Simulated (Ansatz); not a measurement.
in.yaml

```yaml
crystal:
  periodic: [false, false, false]
  atoms:
    - {symbol: Si, position_ang: [0.000000, 0.000000, 0.227893]}
    - {symbol: B, position_ang: [0.000000, 0.000000, -2.438538]}
    - {symbol: H, position_ang: [0.000000, 0.000000, 2.210645]}
basis:
  gaussian: {orbitals: 6-31G}
correlation: {method: sc_nevpt2, electrons: outside_noble_gas, active_space: {window: {electrons: 2, orbitals: 2}}}
```

```sh
$ ansatz run in.yaml --threads 1 --pin off --events-out ev --progress --plain --max-ram 2393MiB
```

Question: Roughly how long does this take on 1 thread of Arm Neoverse V1, shared host, and how much host memory?

Answer: 0.42 s wall and 0.21 GiB.

```
298 factors; integrals over basis functions are off by at most 2.1e-4 eV
mean field evaluation 1: about -8538.2951 eV, gradient 1.3e1 eV
mean field evaluation 2: about -8538.2960 eV, gradient 1.3e1 eV
mean field evaluation 4: about -8539.7699 eV, gradient 1.3e0 eV
mean field evaluation 8: about -8539.7910 eV, gradient 2.0e-3 eV
mean field evaluation 16: about -8533.8523 eV, gradient 3.2e1 eV
mean field evaluation 32: about -8539.7907 eV, gradient 1.4e-1 eV
mean field evaluation 64: about -8539.7912 eV, gradient 2.4e-1 eV
mean field -8539.79095120 eV, -313.8315289785 hartree, gradient 9.1e-6 eV, S^2 0.000000; 2 other end points of the search recorded, 0 dependent functions left out; unrestricted orbitals would lower it
reference -8539.79095120 eV, -313.8315289785 hartree; 10, 10 occupied and 14, 14 virtual orbitals, 298 factors
state -8541.16905143 eV, -313.8821732279 hartree
state -8541.16905143 eV, -313.8821732279 hartree; corrected -8543.01131008 eV, -313.9498749842 hartree
Total energy: -8543.01131008 eV, -313.9498749842 hartree
```

Natural occupations: 1.5416 0.4584.
